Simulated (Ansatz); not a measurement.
## CCSD(T) forces

CH3ClSi (SMILES [SiH2]=CCl), closed shell, displaced at random from a GFN2-xTB minimum.

```
6
angstrom
Si -0.5391 0.2409 -0.6907
C 0.5719 0.0758 0.6100
Cl 0.7715 -1.4482 1.6811
H -1.4891 -0.9646 -1.1134
H -0.6492 1.3380 -1.5348
H 1.1279 0.7657 1.0057
```

Computed with Ansatz 0.2.0 (basis: def2-TZVPP); correlated methods freeze the cores.

CCSD(T) forces from the calculation:
```json
{"atom": "Si1", "Fx": "-1.260", "Fy": "-3.331", "Fz (eV/Å)": "0.476"}
{"atom": "C2", "Fx": "-2.688", "Fy": "-5.132", "Fz (eV/Å)": "-0.677"}
{"atom": "Cl3", "Fx": "-0.428", "Fy": "1.566", "Fz (eV/Å)": "-1.353"}
{"atom": "H4", "Fx": "1.130", "Fy": "1.291", "Fz (eV/Å)": "0.504"}
{"atom": "H5", "Fx": "0.050", "Fy": "1.650", "Fz (eV/Å)": "-0.925"}
{"atom": "H6", "Fx": "3.196", "Fy": "3.957", "Fz (eV/Å)": "1.975"}
```

Root-mean-square difference of the force components from those of CCSD(T): PBE0-D4 0.207; wB97M-V 0.235; r2SCAN-D4 0.133; PBE-D4 0.140; r2SCAN0-D4 0.225; CAM-B3LYP-D4 0.261 eV/Å.

T1 diagnostic: at most 0.016. The restricted Hartree–Fock reference is unstable towards an unrestricted one here. These are differences at one structure, and CCSD(T) in triple zeta is itself an approximation.

For scale, one of the runs: CCSD(T)/def2-TZVPP forces, 157 basis functions (an equivalent command: `ansatz run in.yaml --threads 4`). The run took 47 s on 4 CPU threads (shared host), with 1.9 GiB of host memory at its peak.
